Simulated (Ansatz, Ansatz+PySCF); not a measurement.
```xyz
3

Si    0.0000    0.0000   -0.1342
H     0.0000    1.0962    0.9391
H     0.0000   -1.0962    0.9391
```

RHF on singlet SiH2 was run in several spherical basis sets with Ansatz (development build ahead of 0.2.0).

(1) Rank the basis sets by the total energy that they give, lowest first, with the distance from the lowest.
A. def2-TZVP
B. def2-SVP
C. cc-pVDZ
D. 6-31G(d)

Results:

(1) A (0.00 eV), C (0.20 eV), D (0.74 eV), B (2.74 eV).

Totals follow the description of the cores as much as that of the bonds, so this order isn't one of quality for chemistry.
